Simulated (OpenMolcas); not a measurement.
## How methods differ on C2H4F2 (1,2-difluoroethane)

C2H4F2 has 8 atoms, charge 0, and is taken as a singlet. SMILES: `FCCF`. The coordinates come from a PBE0-D4/def2-TZVP relaxation. This is one conformer, not always the lowest.

Each level gives the HOMO–LUMO gap (eV). The values are calculated.

```
           level           kind     program  value (eV)
 SVWN5/def2-SVPD            LDA  OpenMolcas        8.02
  BLYP/def2-SVPD            GGA  OpenMolcas        7.82
   PBE/def2-SVPD            GGA  OpenMolcas        7.91
revPBE/def2-SVPD            GGA  OpenMolcas        7.83
 M06-L/def2-SVPD       meta-GGA  OpenMolcas        8.86
 B3LYP/def2-SVPD  global hybrid  OpenMolcas        9.83
 BHLYP/def2-SVPD  global hybrid  OpenMolcas       12.56
B2PLYP/def2-SVPD  double hybrid  OpenMolcas       12.74
```

The values span 7.82 to 12.74 eV. Orbital gaps aren't excitation energies, and those of double hybrids come from the SCF part alone; they tend to grow with the share of exact exchange.
